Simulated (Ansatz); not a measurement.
**NF3 (singlet): wave-function methods side by side, cc-pVDZ**

One table from this session's results is given with a row withheld; the runs are named, their logs left out.

Computed with Ansatz 0.2.0, Gaussian basis. Level: cc-pVDZ, core rule «outside noble gas», up to 4 orbitals frozen.

The runs, in order: UHF; CCSD(T) on RHF; BCCD(T) on RHF; CISD; CCSDT(Q) on RHF; CASSCF and MRCISD+Q, 20 electrons in 13 orbitals; CASSCF and NEVPT2, 20 electrons in 13 orbitals.

3 further runs of the same task are left out: 3 set aside as unsound or not needed.

### The geometry

The geometry is a PBE0/def2-TZVP stationary point (not a proven minimum).

4 atoms, charge 0, spin multiplicity 1.

Atoms are counted from 1 here; the program's logs count them from 0.

Bond lengths: N1–F2 1.360 Å, N1–F3 1.360 Å, N1–F4 1.360 Å. Angles: F2–N1–F3 102.1°, F2–N1–F4 102.1°, F3–N1–F4 102.1°.

Set-up of the first run:

Contents of in.yaml:

```yaml
crystal:
  periodic: [false, false, false]
  atoms:
    - {symbol: N, position_ang: [0.002258, -0.000292, -0.480165]}
    - {symbol: F, position_ang: [1.221216, 0.013611, 0.123740]}
    - {symbol: F, position_ang: [-0.623162, 1.051399, 0.114433]}
    - {symbol: F, position_ang: [-0.599719, -1.064794, 0.115832]}
basis:
  gaussian: {orbitals: cc-pVDZ}
magnetization: {spin_polarized: true, initial_magnetization: 0}
hamiltonian: {xc: hf}
output: {orbitals: {seedname: orbitals}}
```

On the command line:

```console
ansatz run in.yaml --threads 1 --pin off --events-out ev --progress --plain --max-ram 4096MiB --backend cpu
```

Among the steps run: UHF; CCSD(T) on RHF; BCCD(T) on RHF; CISD; CCSDT(Q) on RHF; CASSCF and MRCISD+Q, 20 electrons in 13 orbitals; CASSCF and NEVPT2, 20 electrons in 13 orbitals.

One of the session's tables, all rows but one given; the rest of the session is left out.

| method | from RCCSDT(Q) (kcal/mol) |
| --- | --- |
| RHF | +482.21 |
| RMP2 | ? |
| CISD | +69.64 |
| RCCSD | +13.40 |
| RCCSD(T) | +1.90 |
| BCCD(T) | +1.64 |
| RCCSDT | +1.44 |
| RCCSDT(Q) | 0 |
| CASSCF valence | +392.50 |
| NEVPT2 valence | +36.95 |
| MRCISD valence | +42.52 |
| MRCISD+Q valence | +7.08 |

Q: Estimate the row for RMP2 from the others.

**Answer.** from RCCSDT(Q) (kcal/mol): +20.68. In the column «from RCCSDT(Q) (kcal/mol)» it lies between RCCSD (+13.40) and NEVPT2 valence (+36.95).

With the free atoms at the same levels and basis (separate runs), the atomisation energy is 7.099 eV at RCCSDT(Q), 7.036 eV at RCCSD(T), 1.022 eV at RHF.
